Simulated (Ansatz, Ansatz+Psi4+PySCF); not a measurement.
```json
{"atom": "N", "x (Å)": "0.0000", "y (Å)": "0.7290", "z (Å)": "-0.0777"}
{"atom": "N", "x (Å)": "0.0000", "y (Å)": "-0.7290", "z (Å)": "-0.0777"}
{"atom": "H", "x (Å)": "0.2111", "y (Å)": "1.1027", "z (Å)": "0.8479"}
{"atom": "H", "x (Å)": "-0.9482", "y (Å)": "1.0150", "z (Å)": "-0.3041"}
{"atom": "H", "x (Å)": "-0.2111", "y (Å)": "-1.1027", "z (Å)": "0.8479"}
{"atom": "H", "x (Å)": "0.9482", "y (Å)": "-1.0150", "z (Å)": "-0.3041"}
```

Basis set: cc-pVTZ (spherical functions). Frozen core: 2 orbitals. Charge 0, multiplicity 1.

Computed with Ansatz (development build ahead of 0.2.0); each method stands on the lowest determinant of its kind that the runs found. Restricted open shells among the atoms or ions are ROHF, correlated in semicanonical orbitals with singles.

The atomization energy at this shape (free ground-state atoms in the same class of orbitals less the molecule, no zero-point energy) of singlet N₂H₄:

```tsv
method	atomization energy
RHF-CCSD(T)	18.23 eV
RHF-MP2	18.28 eV
```

(1) What does RHF give?

Answers

(1) 11.67 eV.
